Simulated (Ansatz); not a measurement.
The cluster Li₂Si: single points at one geometry.

```yaml
crystal:
  periodic: [false, false, false]
  atoms:
    - {symbol: Li, position_ang: [1.034679, 1.446136, 0.470637]}
    - {symbol: Li, position_ang: [0.052716, -1.834136, -0.128582]}
    - {symbol: Si, position_ang: [-1.087394, 0.387999, -0.342045]}
basis:
  gaussian: {orbitals: def2-TZVPD, initial_orbitals: start.molden}
hamiltonian: {xc: pbe0, dispersion: d4}
scf: {omitted_lower_state_checks: [starts]}
output: {orbitals: {seedname: orbitals}}
```

The file start.molden holds the orbitals of an earlier run on this structure, at another level or in another basis.

```sh
$ ansatz run in.yaml --threads 4 --pin off --events-out ev --progress --plain --max-ram 3916MiB
```

It prints (some lines left out):

```
Functional definition: PBE0
626 factors; their error is unknown
mean field evaluation 1: about -8279.9415 eV, gradient 2.2e0 eV
mean field evaluation 2: about -8279.9607 eV, gradient 3.9e-2 eV
mean field evaluation 4: about -8279.9675 eV, gradient 5.5e-5 eV
mean field -8279.96754849 eV, -304.2831950436 hartree, gradient 7.6e-5 eV, S^2 0.000000; 0 other end points of the search recorded, 0 dependent functions left out
reference -8279.96758041 eV, -304.2831962163 hartree; 10, 10 occupied and 67, 67 virtual orbitals, 626 factors
Total energy: -8280.00112336 eV, -304.2844288970 hartree
Checks for a lower state left out: starts
```

Hardware: 4 threads of AMD EPYC 9R45 on a shared host. Wall time 0.2 s.

As the first input, with `gaussian: {orbitals: def2-TZVP, initial_orbitals: start.molden}`, `hamiltonian: {xc: pbe, dispersion: d4}` (abridged; 0.15 s):

```
Functional definition: PBE
mean field -8279.11521585 eV, -304.2518723967 hartree, gradient 1.4e-5 eV, S^2 0.000000
Total energy: -8279.15489681 eV, -304.2533306449 hartree
Checks for a lower state left out: starts
```

First input, but with `gaussian: {orbitals: def2-TZVP, initial_orbitals: start.molden}`, `hamiltonian: {xc: {name: r2SCANh}, dispersion: d4}` (abridged; 0.3 s):

```
Functional definition: r2SCANh
mean field -8283.05107159 eV, -304.3965124274 hartree, gradient 1.8e-5 eV, S^2 0.000000
Total energy: -8283.05940088 eV, -304.3968185231 hartree
Checks for a lower state left out: starts
```

As the first input, with `gaussian: {orbitals: def2-TZVP, initial_orbitals: start.molden}` and without the key `scf` (abridged; 0.2 s):

```
Functional definition: PBE0
mean field evaluation 16: about -8279.9483 eV, gradient 7.4e-4 eV
mean field -8279.94831459 eV, -304.2824882106 hartree, gradient 8.2e-5 eV, S^2 0.000000; 1 other end points of the search recorded, 0 dependent functions left out
Total energy: -8279.98188801 eV, -304.2837220110 hartree
```

As the first input, with `gaussian: {orbitals: def2-TZVP, initial_orbitals: start.molden}`, `correlation: {method: mp2}` and without the key `hamiltonian` (abridged; 0.15 s):

```
Functional definition: HF
mean field -8265.33523675 eV, -303.7454675050 hartree, gradient 9.3e-6 eV, S^2 0.000000; unrestricted orbitals would lower it
mean field evaluation 16: about -8265.9776 eV, gradient 1.4e-1 eV
5 core orbitals not correlated: weight in the atoms' cores, before any rotation towards them, 1.000 or more for the frozen orbitals, at most 0.000 for the correlated occupied ones
second order -4.74321796 eV of doubles, -0.00000000 eV of singles
Total energy: -8270.07845471 eV, -303.9197775499 hartree
Checks for a lower state left out: starts
```

As the first input, with `gaussian: {orbitals: def2-TZVP, initial_orbitals: start.molden}`, `hamiltonian: {xc: {text: "exchange = 0.50*pbe_x + 0.50*exact_x\ncorrelation = pbe_c"}}` (abridged; 0.2 s):

```
Functional definition: unnamed
mean field -8280.85474572 eV, -304.3157989401 hartree, gradient 2.1e-5 eV, S^2 0.000000
Total energy: -8280.85476676 eV, -304.3157997135 hartree
Checks for a lower state left out: starts
```

First input, but with `gaussian: {orbitals: def2-TZVP, initial_orbitals: start.molden}`, `hamiltonian: {xc: {text: "exchange = 0.65*pbe_x + 0.35*exact_x\ncorrelation = pbe_c"}}` (abridged; 0.15 s):

```
Functional definition: unnamed
mean field -8280.30253716 eV, -304.2955056501 hartree, gradient 6.1e-5 eV, S^2 0.000000
Total energy: -8280.30256391 eV, -304.2955066329 hartree
Checks for a lower state left out: starts
```

Geometry: r2SCAN-D4/def2-TZVP.

Correlated methods freeze 5 core orbitals; core or outer-core shells of Li are correlated, in sets that lack core-valence functions. The restricted singlet is unstable towards broken spin symmetry at other levels; at PBE0-D4/def2-TZVPD, r2SCANh-D4/def2-TZVP, PBE with 50 % exact exchange/def2-TZVP, PBE with 35 % exact exchange/def2-TZVP this wasn't settled. At PBE-D4/def2-TZVP, PBE0-D4/def2-TZVP, MP2/def2-TZVP the restricted singlet (for correlated methods, its reference) is unstable: a solution with broken spin symmetry lies lower. The geometry of the singlet was relaxed on an unsound state (restricted singlet, unstable towards broken spin symmetry). At PBE0-D4/def2-TZVP a triplet of charge 0 lies 0.46 eV below the restricted singlet, each at its own geometry. The structure comes from a short search, and lower isomers may exist.
